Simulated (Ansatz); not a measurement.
Molecular dynamics, step by step

CH$_{5}$BSi (SMILES B=C[SiH3]), singlet, B3LYP-D4/def2-SVP (Ansatz 0.2.0). Settings (timestep in fs, temperature in K, friction in 1/fs; T counts 24 degrees of freedom, while the starting velocities carry no drift of the centre of mass, so T starts below the set value):

```yaml
hamiltonian: {xc: {name: B3LYP}, dispersion: d4}
md: {n_steps: 80, timestep: 0.5, temperature: 100, ensemble: nvt_langevin, seed: 733, friction: 0.01, initial_velocities: maxwell_boltzmann}
```

Start (the SMILES describes the start alone):

```
8
angstrom
B -1.3666 0.4621 -1.0781
C -0.1249 0.6914 -0.5268
Si 0.6742 -0.4910 0.7041
H -2.4041 0.1997 -1.4926
H 0.5231 1.5347 -0.7110
H 0.8492 0.1820 1.9992
H 1.9993 -0.8913 0.2108
H -0.1502 -1.6875 0.8944
```

| step | time (fs) | potential energy less the start (meV) | kinetic energy (meV) | T (K) |
| --- | --- | --- | --- | --- |
| 0 | 0.00 | 0.0 | 90.5 | 88 |
| 5 | 2.50 | 11.1 | 75.3 | 73 |
| 10 | 5.00 | 7.4 | 77.4 | 75 |
| 15 | 7.50 | 22.0 | 69.8 | 67 |
| 20 | 10.00 | 25.6 | 63.2 | 61 |
| 25 | 12.50 | 17.4 | 79.2 | 77 |
| 30 | 15.00 | 3.1 | 95.5 | 92 |
| 35 | 17.50 | 49.6 | 49.9 | 48 |
| 40 | 20.00 | 1.0 | 101.0 | 98 |
| 45 | 22.50 | 7.5 | 103.0 | 100 |
| 50 | 25.00 | 51.8 | 63.4 | 61 |
| 55 | 27.50 | 9.1 | 122.9 | 119 |
| 60 | 30.00 | 8.6 | 118.8 | 115 |
| 65 | 32.50 | 27.1 | 96.1 | 93 |
| 70 | 35.00 | 27.4 | 102.4 | 99 |
| 75 | 37.50 | 18.0 | 114.2 | 110 |
| 80 | 40.00 | 48.8 | 74.8 | 72 |

Step 10, positions (Å) and forces (eV/Å):

```csv
atom,x,y,z,Fx,Fy,Fz
B1,-1.369,0.451,-1.076,-0.151,0.150,-0.189
C2,-0.118,0.685,-0.528,0.066,0.238,0.135
Si3,0.674,-0.492,0.700,-0.676,0.354,0.385
H4,-2.465,0.235,-1.553,0.670,0.025,0.331
H5,0.521,1.593,-0.636,-0.523,-0.431,-0.162
H6,0.849,0.232,2.027,-0.030,-0.281,-0.334
H7,2.003,-0.853,0.203,0.493,-0.252,-0.102
H8,-0.156,-1.728,0.927,0.151,0.197,-0.064
```

Step 25, positions (Å) and forces (eV/Å):

| atom | x | y | z | Fx | Fy | Fz |
| --- | --- | --- | --- | --- | --- | --- |
| B1 | -1.368 | 0.443 | -1.080 | 1.095 | 0.370 | 0.335 |
| C2 | -0.124 | 0.669 | -0.526 | -0.245 | 0.126 | 0.234 |
| Si3 | 0.665 | -0.488 | 0.697 | 0.871 | -0.172 | -0.556 |
| H4 | -2.395 | 0.258 | -1.562 | -0.908 | -0.294 | -0.379 |
| H5 | 0.402 | 1.636 | -0.578 | -0.095 | -0.145 | -0.180 |
| H6 | 0.865 | 0.208 | 1.976 | -0.014 | 0.191 | 0.436 |
| H7 | 2.076 | -0.847 | 0.206 | -0.628 | -0.006 | 0.207 |
| H8 | -0.119 | -1.725 | 0.948 | -0.078 | -0.069 | -0.097 |

Step 65, positions (Å) and forces (eV/Å):

| atom | x | y | z | Fx | Fy | Fz |
| --- | --- | --- | --- | --- | --- | --- |
| B1 | -1.382 | 0.448 | -1.137 | -0.332 | -0.223 | -0.134 |
| C2 | -0.188 | 0.674 | -0.491 | 0.308 | 0.388 | -0.268 |
| Si3 | 0.666 | -0.477 | 0.671 | -1.518 | -0.005 | 0.506 |
| H4 | -2.414 | 0.224 | -1.691 | 0.177 | 0.059 | 0.117 |
| H5 | 0.329 | 1.619 | -0.703 | 0.021 | 0.118 | 0.002 |
| H6 | 0.731 | 0.137 | 2.030 | 0.234 | -0.001 | 0.016 |
| H7 | 1.945 | -0.950 | 0.232 | 1.188 | -0.139 | -0.358 |
| H8 | -0.192 | -1.685 | 0.774 | -0.080 | -0.198 | 0.118 |

Last step (80):

```tsv
atom	x (Å)	y (Å)	z (Å)
B1	-1.4046	0.4350	-1.1634
C2	-0.2176	0.7109	-0.5166
Si3	0.6639	-0.4832	0.6604
H4	-2.4526	0.2582	-1.7248
H5	0.3802	1.5895	-0.7614
H6	0.7642	0.1106	2.0332
H7	2.0599	-0.9801	0.1796
H8	-0.2382	-1.6878	0.7667
```

Hardware: 2 CPU threads of an Intel Xeon 6975P-C, shared host. Wall time about 44 s.
